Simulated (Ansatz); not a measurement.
**Predicting the next basis: MP2 on SiO**

The species is SiO (2 atoms), meant as a singlet with charge 0. SMILES: `O=[Si]`. All atoms were displaced at random from a relaxed shape.

MP2 correlation energies, 6 core orbitals frozen (Ansatz 0.2.0):

| basis | X | correlation energy (Eh) |
| --- | --- | --- |
| cc-pCVDZ | 2 | -0.275305 |
| cc-pCVTZ | 3 | -0.338984 |
| cc-pCVQZ | 4 | ? |

Q: Take E(X) = E∞ + A/X³, fix the two constants on the known rows and predict the third.

A: 
1. A = (-0.275305 − (-0.338984))/(1/8 − 1/27) = 0.72393 Eh.
2. E∞ = -0.338984 − 0.72393/27 = -0.365796 Eh.
3. X = 4: -0.365796 + 0.72393/64 = -0.354485 Eh.

The run gave -0.362126 Eh, so the prediction is off by +7.6 mEh, 33 % of the last step. The small sets lie short of the range where X⁻³ holds, so the true step is larger than predicted.
